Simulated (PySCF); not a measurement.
Mapped SMILES: `[CH2:1]=[CH:2]/[C:3]([O-:4])=[CH:5]/[F:6]`. Hydrogens are named by the atom that carries them. Ha(C1) is cis to C3; Hb(C1) is trans to C3.

Geometry: PBE0-D3(BJ)/def2-SVP; GIAO absolute shieldings from PySCF, gas phase, non-relativistic, averaged over equivalent atoms.

At PBE0/pcSseg-1 (122 basis functions, 7.3 s wall time on 1 thread of an Arm Neoverse V2, shared host):
```json
{"atoms": "C2", "σ (ppm)": "30.0"}
{"atoms": "C3", "σ (ppm)": "30.4"}
{"atoms": "C5", "σ (ppm)": "50.1"}
{"atoms": "C1", "σ (ppm)": "80.6"}
{"atoms": "O4", "σ (ppm)": "103.1"}
{"atoms": "F6", "σ (ppm)": "386.3"}
{"atoms": "H(C5)", "σ (ppm)": "24.99"}
{"atoms": "H(C2)", "σ (ppm)": "25.45"}
{"atoms": "Ha(C1)", "σ (ppm)": "25.63"}
{"atoms": "Hb(C1)", "σ (ppm)": "27.20"}
```

Question: What do these become at PBE/pcSseg-2?

Answer: 
```json
{"atoms": "C2", "σ at PBE/pcSseg-2": "23.1", "change": "-6.9"}
{"atoms": "C3", "σ at PBE/pcSseg-2": "21.3", "change": "-9.1"}
{"atoms": "C5", "σ at PBE/pcSseg-2": "38.4", "change": "-11.7"}
{"atoms": "C1", "σ at PBE/pcSseg-2": "79.5", "change": "-1.1"}
{"atoms": "O4", "σ at PBE/pcSseg-2": "90.1", "change": "-13.0"}
{"atoms": "F6", "σ at PBE/pcSseg-2": "352.9", "change": "-33.4"}
{"atoms": "H(C5)", "σ at PBE/pcSseg-2": "24.33", "change": "-0.66"}
{"atoms": "H(C2)", "σ at PBE/pcSseg-2": "24.77", "change": "-0.68"}
{"atoms": "Ha(C1)", "σ at PBE/pcSseg-2": "25.38", "change": "-0.25"}
{"atoms": "Hb(C1)", "σ at PBE/pcSseg-2": "27.12", "change": "-0.08"}
```

The largest change is at F6 (vinylic fluorine). Cost: 272 basis functions, 35 s wall time on 1 thread of an Arm Neoverse V2, shared host. The order of the carbon signals changes between the two levels.
